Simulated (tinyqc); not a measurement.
Inside a calculation. Method: Born-Oppenheimer dynamics on the unrestricted LDA (VWN5)/sto-3g surface (energies and gradients from PySCF), for CH2, spin multiplicity 3. One step of it, computed by the program tinyqc.

Question. Velocity Verlet step 1. dt = 1 fs = 41.3414 atomic units; x' = x + v dt - g dt^2 / (2m); after the new gradient g', v' = v - (g + g') dt / (2m).

positions (bohr):
```
           x          y         z
1C  0.126612   0.009449  0.041574
2H  0.134171   1.795240  0.988327
3H  0.098266  -1.615716  0.814472
```

velocities (bohr per atomic time unit):
```
               x             y             z
1C   0.000016970  -0.000052996   0.000001222
2H   0.000082970   0.000159004   0.000666222
3H  -0.000285030   0.000472004  -0.000680778
```

gradient (hartree/bohr):
```
              x            y            z
1C  -0.00255542  -0.13636213   0.07835985
2H  -0.00015102  -0.02237837  -0.00757679
3H   0.00270684   0.15874076  -0.07078322
```

masses (electron masses): 1C 21874.661832, 2H 1837.152588, 3H 1837.152588

gradient after step 1 (hartree/bohr):
```
              x            y            z
1C  -0.00274865  -0.10669309   0.05335520
2H  -0.00013052  -0.01103934  -0.00249590
3H   0.00287966   0.11773272  -0.05085919
```

Give: positions after step 1; velocities after step 1.

Answer.

positions after step 1 (bohr):
```
         x        y       z
1C  0.1274   0.0126  0.0386
2H  0.1377   1.8122  1.0194
3H  0.0852  -1.6700  0.8193
```

velocities after step 1 (bohr per atomic time unit):
```
             x           y           z
1C   0.0000220   0.0001767  -0.0001232
2H   0.0000861   0.0005350   0.0007796
3H  -0.0003479  -0.0026387   0.0006879
```
